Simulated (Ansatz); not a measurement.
We consider cubic perovskite BaTiO3 (cubic high-temperature phase), described by HSE06+SOC in Ansatz (plane waves, PAW).

Settings: plane-wave cutoff 460 eV, 6×6×6 k mesh, Fermi–Dirac smearing 0.01 eV, PAW data made under PBE.

The cell has the measured lattice: a = b = c = 4.0010 Å, α = β = γ = 90.00°.

Problem. Give the computed band gap and smallest direct gap on the k points sampled.

Solution. 
* **band gap**: 3.19 eV (on the SCF k mesh) (indirect)
* **smallest direct gap on the k points sampled**: 3.22 eV

Measured, for comparison: band gap 3.2 eV (temperature not stated, no zero-point or thermal correction; as tabulated in Matsushita et al. (2011), arXiv:1104.2769).

Note: held by symmetry at 0 K, a high-temperature phase can be a saddle point; cell and atoms aren't relaxed at this level (pressure -3.2 GPa).

Static lattice: no zero-point or thermal effects.

Ansatz is a program for electronic structure.
